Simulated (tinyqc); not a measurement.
Inside a calculation. Method: extended Hueckel theory, for LiH+. The parameters take no account of the charge, which enters only through the electron count. One step of it, computed by the program tinyqc.

Problem. Mulliken analysis. P = C n C^T; charge = valence electrons (Li 1, H 1) minus the sum of (P S)_ii on the atom; overlap population = 2 sum P_ij S_ij between two atoms.

coefficients, order 1Li 2s, 1Li 2px, 1Li 2py, 1Li 2pz, 2H 1s:
$$\begin{pmatrix}
0.116509 & 0.853145 & 0.000000 & 0.000000 & 0.688541 \\
0.000000 & 0.000000 & 0.998561 & 0.053621 & 0.000000 \\
0.000000 & 0.000000 & -0.053621 & 0.998561 & 0.000000 \\
0.052412 & -0.520796 & 0.000000 & 0.000000 & 1.049180 \\
0.925823 & -0.129574 & 0.000000 & 0.000000 & -0.846366
\end{pmatrix}$$

occupations: [1.000000, 0.000000, 0.000000, 0.000000, 0.000000]

overlap S, order 1Li 2s, 1Li 2px, 1Li 2py, 1Li 2pz, 2H 1s:
$$\begin{pmatrix}
1.000000 & 0.000000 & 0.000000 & 0.000000 & 0.368135 \\
0.000000 & 1.000000 & 0.000000 & 0.000000 & 0.000000 \\
0.000000 & 0.000000 & 1.000000 & 0.000000 & 0.000000 \\
0.000000 & 0.000000 & 0.000000 & 1.000000 & 0.485441 \\
0.368135 & 0.000000 & 0.000000 & 0.485441 & 1.000000
\end{pmatrix}$$

Give: charges; Overlap populations.

Solution.

charges: 1Li 0.9204, 2H 0.0796

Overlap populations:
```
pair     value
2-1   0.126530
```
